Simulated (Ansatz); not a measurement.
```xyz
6

N     0.361   -0.086   -1.166
Al    0.533    0.411    0.524
O    -0.745   -0.024    1.566
H    -0.430   -0.596   -1.528
H     1.032    0.100   -1.892
H    -0.752    0.195    2.496
```

Total charge 0; spin multiplicity 2.

List the B3LYP/def2-TZVPP orbital energies in eV (Ansatz 0.2.0). (Estimate.)

The calculation gave: α occupied: -1524.21, -519.97, -388.64, -112.17, -72.84, -72.81, -72.69, -26.44, -22.42, -13.66, -12.92, -11.24, -9.64, -8.84, -7.09, -5.43. α empty: -0.43, 0.49, 0.74, 2.25, 2.76, 2.94, 4.23, 5.14. β occupied: -1524.13, -519.89, -388.59, -112.05, -72.76, -72.64, -72.61, -26.28, -22.33, -13.57, -12.84, -10.97, -9.27, -8.78, -7.05. β empty: -2.55, 0.26, 0.72, 0.95, 2.39, 2.86, 3.25, 4.78. ⟨S²⟩ = 0.751.

B3LYP here is the variant with VWN-RPA as its local correlation; programs differ in this.
